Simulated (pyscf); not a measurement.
H₃C–GaH₂ (SMILES [CH3][GaH2]) + H₂O (SMILES O) → H₃C–GaH–OH (SMILES [CH3][GaH][OH]) + H₂ (SMILES [H][H]), a four-centre exchange (singlet surface; Ga–H, H–O broken, Ga–O, H–H formed). Single points on ωB97X-D3(BJ)/def2-SVP structures (PySCF, gas phase). Energies in kJ/mol from the separated reactants.

AM1 to PM7: differences of heats of formation from MOPAC, which are fitted to 298 K values and so differ in kind from electronic energies by zero-point and thermal terms. 

Q: Quick AM1 single points give ΔE‡ = 95.5 kJ/mol and ΔE = +67.0 kJ/mol. What does ωB97M-D3(BJ)/def2-TZVP give, and how far is the quick result from it?

A: ωB97M-D3(BJ)/def2-TZVP gives ΔE‡ = 38.6 kJ/mol and ΔE = -55.1 kJ/mol. AM1 lies 57.0 kJ/mol over it in the barrier and 122.1 kJ/mol over it in the reaction energy, so on this step it does not hold to within 12.6 kJ/mol. ωB97M-D3(BJ)/def2-TZVP has limits of its own. On the reactant side the descent ends in an adduct with a Ga–O contact, 62.7 kJ/mol under the separated species and 95.4 kJ/mol under the saddle at ωB97X-D3(BJ)/def2-TZVP. What is counted as formed (Ga–O) is already present as a longer contact in the reactant adduct; forming that adduct is a step of its own. At the saddle there is also a short Ga–H contact that neither side keeps. One saddle was located; it need not be the lowest between these sides. In the def2 sets elements up to Kr have no core potential.
